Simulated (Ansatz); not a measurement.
Born–Oppenheimer molecular dynamics of CH5BS (8 atoms, charge 0, multiplicity 1). It starts at the highest image of a converged band. Of that band: Neighbouring images differ by up to 1.9 eV, so the band resolves the path poorly. A vibrational analysis at the climbing image gives one clearly imaginary mode, 1724i cm⁻¹: a first-order saddle point.

Computed with Ansatz, RKS PBE0-D4/def2-mTZVP.

* ensemble: NVE (velocity Verlet)
* time step: 0.5 fs
* steps asked: 200
* starting velocities drawn for: 300 K
* seed: 4359

First frame:

```xyz
8
Properties=species:S:1:pos:R:3
C -0.565 1.013 -0.192
B 0.208 -0.324 -0.167
S 0.491 -1.116 1.455
H -0.174 0.497 -1.113
H -0.980 1.836 -0.760
H -0.719 1.104 0.871
H 0.642 -0.899 -1.128
H 1.188 -2.169 0.979
```

Question: How far do the bonds stretch over the last three quarters of this one trajectory? (Pairs bonded in most of those frames.)

Answer: 
```csv
bond,mean (Å),spread (Å),shortest,longest
C1–B2,1.591,0.079,1.46,1.74
C1–H4,1.185,0.126,0.93,1.46
C1–H5,1.116,0.035,1.05,1.21
C1–H6,1.135,0.094,0.98,1.32
B2–S3,1.856,0.121,1.68,2.09
B2–H7,1.216,0.043,1.15,1.31
S3–H8,1.359,0.010,1.34,1.38
```

Pairs bonded in part of these frames only: C1–H4 88 %.

Mean temperature of the second half: 2439 K. The conserved energy stayed within 1.9 meV per atom of its start (net change 0.18 meV per atom), so the integration is sound. The kinetic energy rose, since the run started high on the potential surface and went downhill. A run of 0.1 ps of so small a system gives no equilibrium averages. The orbitals stay closed-shell, which can raise the energy where a bond breaks towards radicals; this wasn't checked here.

Time of the run: 16 min on 1 thread of Intel(R) Xeon(R) Processor @ 2.50GHz (Skylake/Cascade Lake), with other jobs on the host, peak memory 0.14 GiB.
